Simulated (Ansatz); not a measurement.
Geometry optimisation, Ansatz, RKS PBE-D4/6-31G*.

Input file:

```yaml
crystal:
  periodic: [false, false, false]
  atoms:
    - { symbol: Al, position_ang: [0.0, 0.0, 0.0] }
    - { symbol: "N", position_ang: [0.0, 0.0, 1.92] }
    - { symbol: H, position_ang: [-0.877, -0.2713, 2.45] }
    - { symbol: H, position_ang: [0.877, 0.2713, 2.45] }
    - { symbol: C, position_ang: [1.706, 0.0, -0.985] }
    - { symbol: H, position_ang: [2.0356, -1.0462, -1.1552] }
    - { symbol: H, position_ang: [1.5695, 0.508, -1.9624] }
    - { symbol: H, position_ang: [2.4756, 0.5381, -0.3932] }
    - { symbol: H, position_ang: [-1.351, 0.0, -0.78] }
basis:
  gaussian: { orbitals: "6-31G*" }
hamiltonian:
  xc: pbe
  dispersion: d4
relax:
  f_tol: 0.02
  max_steps: 40
```

Launched with:

```bash
$ ansatz run input.yaml --threads 1 --pin off --max-ram 2048MiB --backend cpu --events-out ev --progress --plain --runs-dir out
```

Question: Where does it end, and by what steps?

Answer: The forces met the threshold. The force dipped under the threshold on the way, but the program's further checks kept it going. After 13 steps the energy has fallen by 0.361 eV; H9 moved furthest, 0.39 Å.

```csv
step,energy less start (eV),largest force component (eV/Å),accepted
0,0.0000,2.116,yes
1,-0.2772,1.125,yes
2,-0.3357,1.044,yes
3,-0.3553,0.296,yes
4,-0.3581,0.048,yes
5,-0.3592,0.018,yes
6,-0.3576,0.238,no
7,-0.3599,0.015,yes
8,-0.3593,0.176,no
9,-0.3605,0.027,yes
10,-0.3607,0.072,yes
11,-0.3606,0.070,no
12,-0.3611,0.007,yes
13,-0.3612,0.006,yes
```

```xyz
9
Properties=species:S:1:pos:R:3
Al 0.012 -0.102 0.033
N -0.007 0.078 1.817
H -0.848 0.025 2.392
H 0.810 0.246 2.404
C 1.713 0.012 -0.952
H 1.941 -0.941 -1.462
H 1.665 0.786 -1.740
H 2.570 0.254 -0.300
H -1.420 -0.357 -0.647
```

Run time: 25 s on 1 thread of Arm Neoverse V1, on a shared host, peak memory 0.12 GiB.
